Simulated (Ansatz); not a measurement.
System: 2H MoTe₂. Method: PBE (plane waves, PAW; Ansatz, a first-principles code).

Settings: plane-wave cutoff 520 eV, 12×12×4 k mesh (along the axes of the cell as run), no spin polarisation, scalar-relativistic PAW data made under PBE.

Computed at the level's own relaxed cell.

Elastic tensor (GPa, Voigt notation, ions relaxed):

```
  107.3    25.5     1.6     0.0     0.0     0.0
   25.5   107.3     1.6     0.0     0.0     0.0
    1.6     1.6     4.6     0.0     0.0     0.0
    0.0     0.0     0.0     4.1     0.0     0.0
    0.0     0.0     0.0     0.0     4.1     0.0
    0.0     0.0     0.0     0.0     0.0    40.9
```

Question: Work out the Voigt, Reuss and Hill averages of the bulk and shear moduli, Young's modulus and Poisson's ratio from the printed constants.

Answer: K_V = [C11 + C22 + C33 + 2(C12 + C13 + C23)]/9 = [219.2 + 2 × 28.7]/9 = 30.7 GPa. G_V = [219.2 − 28.7 + 3 × 49.1]/15 = 22.5 GPa. From the compliances S = C⁻¹, K_R = 4.5 and G_R = 5.9 GPa. Hill means: K = 17.6, G = 14.2 GPa. E = 9KG/(3K + G) = 34 GPa, ν = (3K − 2G)/(6K + 2G) = 0.18, K/G = 1.24.

Note: the cell comes from a level without a dispersion term, which matters for the spacing of layers, chains or molecules; the cell has widely spaced layers and the level no dispersion term, so their spacing and the moduli can rest on weak binding.

Static lattice: no zero-point or thermal effects.
